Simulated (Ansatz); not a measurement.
# BH4+ (singlet): from Hartree-Fock to the top rungs, 6-31G

An exercise on one series of results from a longer session: the logs are not shown, and one member is left open.

The runs use Ansatz 0.2.0, Gaussian basis; 6-31G, core rule «outside noble gas», up to 1 orbitals frozen.

To be run: UHF; CCSD(T) on RHF; CCSD(T) on UHF; BCCD(T) on RHF; CISD; CCSDT(Q) on RHF; CCSDT(Q) on UHF; CISDTQ; CCSDTQ on RHF; CCSDTQ on UHF; CASSCF and MRCISD+Q, 6 electrons in 8 orbitals; CASSCF and NEVPT2, 6 electrons in 8 orbitals; Full CI.

19 further runs of the same task are left out: 6 that didn't finish, 13 set aside as unsound or not needed.

## What is computed

The geometry is a PBE0/def2-TZVP stationary point (not a proven minimum) of the parent state, kept for this charge and spin.

5 atoms, charge 1, spin multiplicity 1.

Atoms are counted from 1 here; the program's logs count them from 0.

Bond lengths: B1–H2 1.220 Å, B1–H3 1.220 Å, B1–H4 1.220 Å, B1–H5 1.220 Å. Angles: H2–B1–H3 96.8°, H2–B1–H4 96.8°, H2–B1–H5 139.9°, H3–B1–H4 139.9°, H3–B1–H5 96.8°, H4–B1–H5 96.8°.

The first run:

The input, in.yaml:

```yaml
crystal:
  periodic: [false, false, false]
  atoms:
    - {symbol: B, position_ang: [0.000000, 0.000000, 0.000000]}
    - {symbol: H, position_ang: [0.414685, 0.812495, 0.810653]}
    - {symbol: H, position_ang: [-0.424327, -0.807694, 0.810461]}
    - {symbol: H, position_ang: [-0.412812, 0.808646, -0.815443]}
    - {symbol: H, position_ang: [0.422454, -0.813448, -0.805671]}
basis:
  gaussian: {orbitals: 6-31G}
total_charge: 1
magnetization: {spin_polarized: true, initial_magnetization: 0}
hamiltonian: {xc: hf}
output: {orbitals: {seedname: orbitals}}
```

Started as:

```bash
ansatz run in.yaml --threads 1 --pin off --events-out ev --progress --plain --max-ram 2393MiB
```

Steps of the session up to this table: UHF; CCSD(T) on RHF; CCSD(T) on UHF; BCCD(T) on RHF; CISD; CCSDT(Q) on RHF; CCSDT(Q) on UHF; CISDTQ; CCSDTQ on RHF; CCSDTQ on UHF; CASSCF and MRCISD+Q, 6 electrons in 8 orbitals; CASSCF and NEVPT2, 6 electrons in 8 orbitals; Full CI.

One table of the session follows, with a row left open; its other results are not shown here.

| method | from FCI (kcal/mol) |
| --- | --- |
| RHF | +67.14 |
| UHF | +65.91 |
| RMP2 | +20.47 |
| CISD | +4.08 |
| RCCSD | +1.72 |
| RCCSD(T) | +0.51 |
| BCCD(T) | +0.51 |
| RCCSDT | +0.14 |
| CISDTQ | ? |
| RCCSDT(Q) | +0.04 |
| RCCSDTQ | 0.00 |
| CASSCF valence | +12.40 |
| NEVPT2 valence | +3.30 |
| MRCISD valence | +0.24 |
| MRCISD+Q valence | +0.10 |
| FCI | 0 |

Estimate the missing values for CISDTQ.

As computed: from FCI (kcal/mol): +0.06. In the column «from FCI (kcal/mol)» it lies between RCCSDT(Q) (+0.04) and MRCISD+Q valence (+0.10).

Not comparable, so not listed: CCSD(T) on UHF; CCSDTQ on UHF (they don't share determinant, frozen orbitals or solution with the rows shown, or repeat one).
